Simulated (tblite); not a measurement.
Species: C4H11OP.
Cartesian coordinates in Å at the GFN2-xTB level; atoms count from 1:
```
atom  x, y, z in Å
C1    -2.3017    0.3649   -0.1059
C2    -1.5455   -0.8852    0.3101
P3     0.2374   -0.8695   -0.1131
O4     0.9107   -2.1467    0.1339
C5     1.0185    0.5600    0.7300
C6     2.4877    0.5959    0.3356
H7    -1.9894    1.2238    0.4830
H8    -3.3711    0.2252    0.0372
H9    -2.1229    0.5839   -1.1566
H10   -1.6109   -1.0573    1.3890
H11   -1.9513   -1.7748   -0.1814
H12    0.2465   -0.4816   -1.4570
H13    0.5151    1.4894    0.4654
H14    0.9126    0.3943    1.8065
H15    2.5871    0.7689   -0.7353
H16    3.0200    1.3824    0.8673
H17    2.9502   -0.3616    0.5680
```

Computed with GFN2-xTB (tblite): harmonic, unscaled wavenumbers at the GFN2-xTB geometry, gas phase. Against measured fundamentals such values can be off by several per cent, at times by over 20. Modes of hydrogen on phosphorus can be 10 to 20 % off. One conformer, not necessarily the lowest.

Harmonic wavenumbers (cm⁻¹): 62.1, 74.4, 143.5, 178.5, 193.1, 207.3, 305.5, 349.9, 367.5, 649.0, 701.8, 745.7, 768.3, 857.6, 928.2, 990.2, 992.7, 1008.5, 1010.4, 1072.5, 1086.3, 1203.0, 1214.3, 1239.6, 1259.2, 1288.5, 1405.1, 1409.1, 1431.2, 1438.7, 1487.8, 1493.6, 1495.3, 1499.9, 2252.5, 2932.3, 2938.7, 2947.0, 2984.9, 3014.9, 3023.5, 3028.3, 3033.4, 3034.1, 3043.2.

A = 4247, B = 1936, C = 1448 MHz; mass 106.055 u (most abundant isotopes); point group C1, symmetry number 1.

**Question.** Zero-point energy?

**Answer.** ½Σν̃ = 31396 cm⁻¹ = 375.58 kJ/mol.

**Question.** Give the ideal-gas entropy at 200 K and 1 bar in the rigid-rotor, harmonic-oscillator model (classical rotation).

**Answer.** Translation 158.72, rotation 110.89, vibration 65.71: S = 335.3 J/(mol K).

**Question.** And Cp and H(200 K) − H(0)?

**Answer.** Cp = 102.69 J/(mol K), of which vibrations give 69.43 (their classical limit is 45 R = 374.2); H(200 K) − H(0) = 13.95 kJ/mol without the zero-point energy, 7.29 from vibrations.

**Question.** How do the functions run with temperature in this model?

**Answer.** 
| T (K) | S (J/(mol K)) | Cp (J/(mol K)) | H − H(0) (kJ/mol) | G − H(0) (kJ/mol) | ln q(vib) |
| --- | --- | --- | --- | --- | --- |
| 150 | 307.9 | 88.6 | 9.17 | -37.02 | 2.41 |
| 250 | 359.9 | 118.1 | 19.46 | -70.51 | 4.60 |
| 298.15 | 382.0 | 134.1 | 25.53 | -88.37 | 5.62 |
| 400 | 426.3 | 168.9 | 40.97 | -129.56 | 7.76 |
| 600 | 506.2 | 226.1 | 80.77 | -222.96 | 11.87 |
| 900 | 609.7 | 283.8 | 157.92 | -390.81 | 17.78 |

q(vib) and H(0) count from the zero-point level.

**Question.** Blend soft modes into free rotors: weight 1/[1 + (100 cm⁻¹/ν̃)⁴] for the oscillator and the rest for a rotor with moment μB/(μ + B), μ = h/(8π²ν), B = 10⁻⁴⁴ kg m². What vibrational entropy results?

**Answer.** 62.05 J/(mol K) in place of 65.71, which changes −T·S at 200 K by +0.73 kJ/mol.

**Question.** What must be added to the electronic energy to get the Gibbs energy at 200 K and 1 bar?

**Answer.** ZPE + [H(200 K) − H(0)] − T·S = 375.58 + 13.95 − 67.06 = 322.47 kJ/mol.

Hindered rotation and anharmonicity are outside this model. Other conformers, if any are populated, would add a mixing term that is left out. The structure is chiral; the term R ln 2 for an equal mix with its mirror image is left out.
